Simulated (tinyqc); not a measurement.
A ladder of methods, and size consistency: correlation methods against full CI in the sto-3g basis, for H2O, spin multiplicity 1. Computed by the program tinyqc with PySCF. 

Geometry (angstrom):
```
atom       x        y       z
O     0.0000   0.0000  0.0000
H     0.0000   0.8090  0.4970
H     0.0000  -0.8090  0.4970
```

RHF energy of one = -74.952078 hartree

All electrons correlated; +Q is the Davidson correction (1 - c0^2) E_corr. The last columns treat two copies 100 angstrom apart as one system. FCI is the lowest singlet.

Correlation energies (hartree):
```
method   E_corr of one  share of FCI (%)  E_corr of two at 100 angstrom  two minus twice one (mhartree)
MP2           -0.03336            71.269                       -0.06672                           0.000
CISD          -0.04615            98.601                       -0.09020                           2.109
CISD+Q        -0.04726           100.966                       -0.09422                           0.302
CCSD          -0.04666            99.683                       -0.09332                           0.000
CCSD(T)       -0.04675            99.883                       -0.09351                           0.000
FCI           -0.04681           100.000                              -                               -
```

MP2 recovers 71 %, CISD 98.6 % and CCSD 99.7 % of the FCI value (c0^2 = 0.976 in CISD). MP2 and coupled cluster are size consistent, so their last column vanishes; CISD loses 2.11 mhartree, since a double excitation on each copy is a quadruple of the pair, and the Davidson correction leaves +0.30.
